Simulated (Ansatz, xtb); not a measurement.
CHPS: 3 structures ranked

3 gas-phase structures of CHPS, found in a search over its isomers (lower ones may exist). Each was relaxed with GFN2-xTB:

A. `C1=PS1`, a singlet
B. `P=C=S`, a singlet
C. `P#CS`, a singlet

Task: Make a reasoned guess at their ranking by r2SCAN-D4/def2-SVP single-point energy.

Result: Calculated order at r2SCAN-D4/def2-SVP: B (0.0), C (21.6), A (58.0) kJ/mol.

Energies above the lowest of each column, in kJ/mol; the last columns are at PBE0-D4/def2-TZVP geometries:

```csv
structure,GFN2-xTB,HF/STO-3G,r2SCAN-D4/def2-SVP,PBE0-D4/def2-TZVP,CCSD(T)/def2-TZVPP
B,19.0,8.5,0.0,0.0,0.0
C,30.0,0.0,21.6,12.7,0.2
A,0.0,54.9,58.0,30.6,32.4
```

CCSD(T)/def2-TZVPP puts B lowest, with C within 1 kcal/mol; GFN2-xTB picks A. Large T1 diagnostics make some coupled-cluster values less sure.

Programs: Ansatz 0.2.0, xtb 6.7.1.
